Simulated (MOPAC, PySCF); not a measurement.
Constitutional and geometric isomers with formula C2H2O. Gas-phase values, no solvent. Strings in code marks are SMILES.

Quantity: vertical ionisation energy (energy after one electron is removed minus that of the parent at the parent's geometry), in eV.

Level 1: ωB97X-D3(BJ)/def2-TZVP // PBE0-D3(BJ)/def2-TZVP (PySCF)
Level 2: PBE/6-31G* // PBE0-D3(BJ)/def2-TZVP (PySCF)
Level 3: minus the HOMO energy of B3LYP/6-31G* // PBE0-D3(BJ)/def2-TZVP (PySCF)
Level 4: minus the HOMO energy of PM7 // PBE0-D3(BJ)/def2-TZVP (MOPAC)

| species | level 2 | level 3 | level 4 |
|---|---|---|---|
| `C#CO` | 9.63 | 6.57 | 10.39 |
| `C1=CO1` | 8.21 | 5.04 | 9.43 |
| `C=C=O` | 9.49 | 6.50 | 9.87 |

Q: What does level 1 give for each, and how far do the other levels lie from it on average?

A: 
- `C#CO`: 10.07
- `C1=CO1`: 8.65
- `C=C=O`: 9.82
Mean absolute difference from level 1, which has limits of its own, over these rows (drawn at random from the members that have all these levels): level 2 0.400 eV, level 3 3.47 eV, level 4 0.386 eV.
